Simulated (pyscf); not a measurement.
Structures and frequencies: ωB97X-D3(BJ)/def2-SVP in PySCF.

### Question
Estimate by transition-state theory the rate constant of H₃Si–SiH₂–AsH₂ (SMILES [SiH3][SiH2][AsH2]) + H₂ (SMILES [H][H]) -> H₃Si–AsH₂ (SMILES [SiH3][AsH2]) + SiH₄ (SMILES [SiH4]) (singlet surface; As–H, Si–Si, H–H broken, As–H, H–Si, H–Si formed) at 1200 K, with ωB97M-D3(BJ)/def2-TZVP energies (ideal gas, 1 atm, RRHO with modes under 100 cm⁻¹ raised to 100, one conformer, R ln 2 for chiral ones without a mode under 150 cm⁻¹; no tunnelling).

### Answer
The electronic barrier is 69.9 kcal/mol and the thermal terms add +38.3, so ΔG‡ = 108.2 kcal/mol. With k_BT/h = 2.50e+13 s⁻¹ and RT = 2.385 kcal/mol, and a volume of 1.64e-19 cm³ per molecule at 1 atm, k = 8.1e-26 cm³ molecule⁻¹ s⁻¹. Wigner's tunnelling factor for 1345i cm⁻¹ would be 1.11. A shift of 1 kcal/mol in the barrier changes k by a factor 1.5. H₃Si–SiH₂–AsH₂ lies 7.4 kcal/mol over its isomer H₃Si–AsH–SiH₃ (electronic energy, ωB97M-D3(BJ)/def2-TZVP). One saddle was located; it need not be the lowest between these sides. Elements up to Kr have no core potential and no relativistic terms here.
